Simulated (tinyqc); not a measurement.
Inside a calculation. Method: CCSD on RHF in the sto-3g basis, frozen core, for LiH, spin multiplicity 1. Computed by tinyqc, a small Python program that keeps every step (integrals from PySCF). Settings: charge = 0, multiplicity = 1, basis = sto-3g, method = RHF, frozen orbitals = 1, energy threshold = 1e-10, iteration cap = 68, orthogonalisation = symmetric, start = atomic densities, DIIS depth = 6, amplitude equations = CCSD, DIIS depth for amplitudes = 4, cap on updates = 59. Command: `OMP_NUM_THREADS=1 python tinyqc.py 28052 28053 out.jsonl` (the two numbers bound the seeds that draw the settings). One thread of a shared host (Intel(R) Xeon(R) Processor @ 2.60GHz), about 0.3 s of CPU time with the checks. The early iterations of the SCF are left out here.

## One-electron integrals

Geometry (angstrom):
```
atom         x         y         z
Li    0.000000  0.000000  0.000000
H     0.000000  0.000000  1.521000
```

Basis sto-3g: exponents (1/bohr^2) and contraction coefficients of normalised primitives:
```
element  l (shell)   exponent  coefficient
Li           s (1)  16.119575     0.154329
Li           s (1)   2.936201     0.535328
Li           s (1)   0.794651     0.444635
Li           s (2)   0.636290    -0.099967
Li           s (2)   0.147860     0.399513
Li           s (2)   0.048089     0.700115
Li           p (3)   0.636290     0.155916
Li           p (3)   0.147860     0.607684
Li           p (3)   0.048089     0.391957
H            s (1)   3.425251     0.154329
H            s (1)   0.623914     0.535328
H            s (1)   0.168855     0.444635
```

Overlap, kinetic and nuclear-attraction integrals over the contracted functions; the nuclear repulsion is the sum of Za Zb / Rab.

nuclear repulsion = 1.04374203 hartree

overlap S, lower triangle:
```
           1Li 1s    1Li 2s   1Li 2px   1Li 2py   1Li 2pz     2H 1s
1Li 1s   1.000000
1Li 2s   0.241137  1.000000
1Li 2px  0.000000  0.000000  1.000000
1Li 2py  0.000000  0.000000  0.000000  1.000000
1Li 2pz  0.000000  0.000000  0.000000  0.000000  1.000000
2H 1s    0.078685  0.415021  0.000000  0.000000  0.526804  1.000000
```

kinetic energy T (hartree), lower triangle:
```
            1Li 1s    1Li 2s   1Li 2px   1Li 2py   1Li 2pz     2H 1s
1Li 1s    3.576786
1Li 2s   -0.020237  0.102163
1Li 2px   0.000000  0.000000  0.319682
1Li 2py   0.000000  0.000000  0.000000  0.319682
1Li 2pz   0.000000  0.000000  0.000000  0.000000  0.319682
2H 1s    -0.016868  0.047557  0.000000  0.000000  0.141179  0.760032
```

nuclear attraction V (hartree), lower triangle:
```
            1Li 1s     1Li 2s    1Li 2px    1Li 2py    1Li 2pz      2H 1s
1Li 1s   -8.330795
1Li 2s   -1.048228  -1.506792
1Li 2px   0.000000   0.000000  -1.462989
1Li 2py   0.000000   0.000000   0.000000  -1.462989
1Li 2pz  -0.017806  -0.126401   0.000000   0.000000  -1.564597
2H 1s    -0.342090  -0.791016   0.000000   0.000000  -1.018608  -2.266497
```

core Hamiltonian H = T + V (hartree), lower triangle:
```
            1Li 1s     1Li 2s    1Li 2px    1Li 2py    1Li 2pz      2H 1s
1Li 1s   -4.754009
1Li 2s   -1.068466  -1.404629
1Li 2px   0.000000   0.000000  -1.143307
1Li 2py   0.000000   0.000000   0.000000  -1.143307
1Li 2pz  -0.017806  -0.126401   0.000000   0.000000  -1.244915
2H 1s    -0.358957  -0.743460   0.000000   0.000000  -0.877429  -1.506465
```

## Two-electron integrals

Functions are numbered as in S; the eight-fold symmetry (ij|kl) = (ji|kl) = (kl|ij) leaves the list below.

Two-electron integrals (ij|kl) in chemists' order, unique and non-zero (hartree):
```
(11|11) 1.680395   (21|11) 0.265420   (21|21) 0.049941   (22|11) 0.397727
(22|21) 0.092860   (22|22) 0.290562   (31|31) 0.008981   (32|31) 0.013788
(32|32) 0.064184   (33|11) 0.396640   (33|21) 0.092880   (33|22) 0.290497
(33|33) 0.312946   (41|41) 0.008981   (42|41) 0.013788   (42|42) 0.064184
(43|43) 0.016869   (44|11) 0.396640   (44|21) 0.092880   (44|22) 0.290497
(44|33) 0.279207   (44|44) 0.312946   (51|51) 0.008981   (52|51) 0.013788
(52|52) 0.064184   (53|53) 0.016869   (54|54) 0.016869   (55|11) 0.396640
(55|21) 0.092880   (55|22) 0.290497   (55|33) 0.279207   (55|44) 0.279207
(55|55) 0.312946   (61|11) 0.084528   (61|21) 0.015973   (61|22) 0.030153
(61|33) 0.029797   (61|44) 0.029797   (61|51) 0.001886   (61|52) 0.003616
(61|55) 0.030880   (61|61) 0.005583   (62|11) 0.163467   (62|21) 0.038452
(62|22) 0.123217   (62|33) 0.117345   (62|44) 0.117345   (62|51) 0.006299
(62|52) 0.035186   (62|55) 0.134831   (62|61) 0.014596   (62|62) 0.081733
(63|31) 0.003422   (63|32) 0.014988   (63|53) 0.005712   (63|63) 0.006564
(64|41) 0.003422   (64|42) 0.014988   (64|54) 0.005712   (64|64) 0.006564
(65|11) 0.192766   (65|21) 0.045899   (65|22) 0.152982   (65|33) 0.142893
(65|44) 0.142893   (65|51) 0.009839   (65|52) 0.053797   (65|55) 0.172967
(65|61) 0.018281   (65|62) 0.112030   (65|65) 0.156500   (66|11) 0.346095
(66|21) 0.082947   (66|22) 0.288444   (66|33) 0.263785   (66|44) 0.263785
(66|51) 0.016577   (66|52) 0.108012   (66|55) 0.337280   (66|61) 0.033266
(66|62) 0.234504   (66|65) 0.335251   (66|66) 0.774606
```

## Orthogonalisation

S = U s U^T; symmetric (Loewdin) form X = U s^(-1/2) U^T, so that X^T S X = 1.

eigenvalues of S: 0.325224  0.797963  1.000000  1.000000  1.166686  1.710128

X, lower triangle:
```
            1Li 1s     1Li 2s   1Li 2px   1Li 2py    1Li 2pz     2H 1s
1Li 1s    1.022988
1Li 2s   -0.127136   1.122798
1Li 2px   0.000000   0.000000  1.000000
1Li 2py   0.000000   0.000000  0.000000  1.000000
1Li 2pz  -0.002458   0.126227  0.000000  0.000000   1.159307
2H 1s     0.000925  -0.300996  0.000000  0.000000  -0.380639  1.258382
```

## Iteration 8 (converged): orbitals

converged F (hartree), lower triangle:
```
            1Li 1s     1Li 2s   1Li 2px   1Li 2py    1Li 2pz      2H 1s
1Li 1s   -2.344479
1Li 2s   -0.639935  -0.230569
1Li 2px   0.000000   0.000000  0.163814
1Li 2py   0.000000   0.000000  0.000000  0.163814
1Li 2pz   0.013642  -0.110565  0.000000  0.000000  -0.008327
2H 1s    -0.214217  -0.281346  0.000000  0.000000  -0.240001  -0.165569
```

Diagonalise F' = X^T F X, C = X C', fill 2 alpha and 2 beta electrons from the bottom; D = 2 C_occ C_occ^T. Each column has its largest component positive (the first on a tie).

F' = X^T F X (hartree), lower triangle:
```
           1          2         3         4          5         6
1  -2.291253
2  -0.348930  -0.000771
3   0.000000   0.000000  0.163814
4   0.000000   0.000000  0.000000  0.163814
5   0.028636   0.026426  0.000000  0.000000   0.167541
6  -0.054713  -0.286021  0.000000  0.000000  -0.325965  0.133277
```

orbital energies (hartree): MO1 -2.347166, MO2 -0.291864, MO3 0.078850, MO4 0.163814, MO5 0.163814, MO6 0.568974

coefficients C:
```
               MO1        MO2        MO3        MO4       MO5        MO6
1Li 1s    0.991149  -0.172783  -0.208971   0.000000  0.000000   0.082312
1Li 2s    0.032172   0.448057   0.800959   0.000000  0.000000  -0.734879
1Li 2px   0.000000   0.000000   0.000000   0.855799  0.517308   0.000000
1Li 2py   0.000000   0.000000   0.000000  -0.517308  0.855799   0.000000
1Li 2pz  -0.006982   0.348792  -0.612753   0.000000  0.000000  -1.003816
2H 1s     0.006389   0.544941  -0.134941   0.000000  0.000000   1.226296
```

D after iteration 8, lower triangle:
```
            1Li 1s    1Li 2s   1Li 2px   1Li 2py   1Li 2pz     2H 1s
1Li 1s    2.024462
1Li 2s   -0.091058  0.403579
1Li 2px   0.000000  0.000000  0.000000
1Li 2py   0.000000  0.000000  0.000000  0.000000
1Li 2pz  -0.134371  0.312108  0.000000  0.000000  0.243410
2H 1s    -0.175648  0.488740  0.000000  0.000000  0.380054  0.594004
```

Within a degenerate level the vectors are fixed only up to a rotation; this is one choice.

## Convergence

Stop when the energy changes by less than 1e-10 hartree and every element of the error matrix X^T (F D S - S D F) X is below 3e-06.

Course of the cycle:
```
iteration  E (hartree)     change  largest element of the error matrix
1          -7.67237927          -                             1.99e-01
2          -7.85517164  -1.83e-01                             7.50e-02
3          -7.86230248  -7.13e-03                             1.89e-02
4          -7.86320137  -8.99e-04                             5.25e-03
5          -7.86336058  -1.59e-04                             2.33e-04
6          -7.86336080  -2.13e-07                             2.02e-05
7          -7.86336080  -1.07e-09                             7.18e-07
8          -7.86336080  -2.20e-13                             6.42e-07
```

PySCF RHF in the same basis = -7.86336080 hartree

Converged in 8 iterations.

## Integrals over molecular orbitals

(pq|rs) = sum C_ip C_jq C_kr C_ls (ij|kl), one index at a time.

one-electron integrals over orbitals h = C^T H C (hartree), lower triangle:
```
           1          2          3          4          5          6
1  -4.744416
2   0.108660  -1.523657
3   0.167903   0.035059  -1.131025
4   0.000000   0.000000   0.000000  -1.143307
5   0.000000   0.000000   0.000000   0.000000  -1.143307
6  -0.027775  -0.076280   0.031920   0.000000   0.000000  -0.937215
```

Two-electron integrals over orbitals (pq|rs), unique and non-zero (hartree); the lowest 1 orbital is frozen and left out:
```
(22|22) 0.492814    (32|22) -0.047272   (32|32) 0.012320    (33|22) 0.225964
(33|32) 0.006441    (33|33) 0.338641    (42|42) 0.023866    (43|42) 0.019221
(43|43) 0.041304    (44|22) 0.274092    (44|32) 0.004938    (44|33) 0.282174
(44|44) 0.312946    (52|52) 0.023866    (53|52) 0.019221    (53|53) 0.041304
(54|54) 0.016869    (55|22) 0.274092    (55|32) 0.004938    (55|33) 0.282174
(55|44) 0.279207    (55|55) 0.312946    (62|22) 0.131043    (62|32) -0.033712
(62|33) -0.010145   (62|44) -0.012095   (62|55) -0.012095   (62|62) 0.123137
(63|22) -0.051011   (63|32) 0.008637    (63|33) 0.036030    (63|44) 0.001574
(63|55) 0.001574    (63|62) -0.031220   (63|63) 0.026319    (64|42) -0.019542
(64|43) -0.013843   (64|64) 0.019539    (65|52) -0.019542   (65|53) -0.013843
(65|65) 0.019539    (66|22) 0.456699    (66|32) -0.042412   (66|33) 0.241910
(66|44) 0.269076    (66|55) 0.269076    (66|62) 0.139194    (66|63) -0.043672
(66|66) 0.455980
```

## CCSD: starting amplitudes

t_ij^ab = <ij||ab> / (e_i + e_j - e_a - e_b), whose energy is MP2.

Starting amplitudes (spin orbitals 1a, 1b, ...; amplitudes related by a flip of all spins are not repeated):
```
from      to          t
2a 2b  6a 6b  -0.071522
2a 2b  3a 6b   0.027373
2a 2b  5a 5b  -0.026187
2a 2b  4a 4b  -0.026187
2a 2b  3a 3b  -0.016617
```

correlation energy = -0.01210728 hartree

## CCSD: amplitude update 1

t_i^a D_i^a and t_ij^ab D_ij^ab are set to the remaining terms of the spin-orbital equations, evaluated with the old amplitudes; for the doubles these are <ij||ab> + 1/2 <ab||ef> t_ij^ef + 1/2 <mn||ij> t_mn^ab + P(ij)P(ab) <mb||ej> t_im^ae + terms in t^2 + terms with t1, D the orbital-energy denominators.

Amplitudes after update 1 (spin orbitals 1a, 1b, ...; amplitudes related by a flip of all spins are not repeated):
```
from      to          t
2a 2b  6a 6b  -0.097197
2a 2b  3a 6b   0.039775
2a 2b  5a 5b  -0.029216
2a 2b  4a 4b  -0.029216
2a 2b  3a 3b  -0.019664
2a        3a   0.008887
2a        6a   0.000493
```

correlation energy = -0.01628639 hartree

## CCSD: amplitude update 2

As before.

Amplitudes after update 2 (spin orbitals 1a, 1b, ...; amplitudes related by a flip of all spins are not repeated):
```
from      to          t
2a 2b  6a 6b  -0.106125
2a 2b  3a 6b   0.045894
2a 2b  5a 5b  -0.029084
2a 2b  4a 4b  -0.029084
2a 2b  3a 3b  -0.023384
2a        3a   0.016363
2a        6a   0.001289
```

correlation energy = -0.01783658 hartree

## CCSD: convergence

E_corr = 1/4 sum <ij||ab> t_ij^ab + 1/2 sum <ij||ab> t_i^a t_j^b; stop when the norm of the change is below 1e-8.

Course of the amplitude iterations:
```
update  correlation energy (hartree)  norm of the change
0                        -0.01210728                   -
1                        -0.01628639            6.43e-02
2                        -0.01783658            2.81e-02
3                        -0.01896831            1.51e-02
4                        -0.01904237            5.97e-03
5                        -0.01905738            8.25e-04
6                        -0.01905662            7.06e-05
7                        -0.01905654            9.00e-06
8                        -0.01905654            7.46e-07
9                        -0.01905655            1.89e-07
10                       -0.01905655            2.45e-08
11                       -0.01905655            1.85e-09
```

Converged amplitudes (spin orbitals 1a, 1b, ...; amplitudes related by a flip of all spins are not repeated):
```
from      to          t
2a 2b  6a 6b  -0.109765
2a 2b  3a 6b   0.056012
2a        3a   0.036505
2a 2b  3a 3b  -0.033267
2a 2b  4a 4b  -0.028574
2a 2b  5a 5b  -0.028574
2a        6a   0.003185
```

CCSD total energy = -7.88241735 hartree

T1 diagnostic, norm of the one-spin t1 over sqrt(correlated electrons) = 0.025911

Converged in 11 updates, with DIIS from the third.
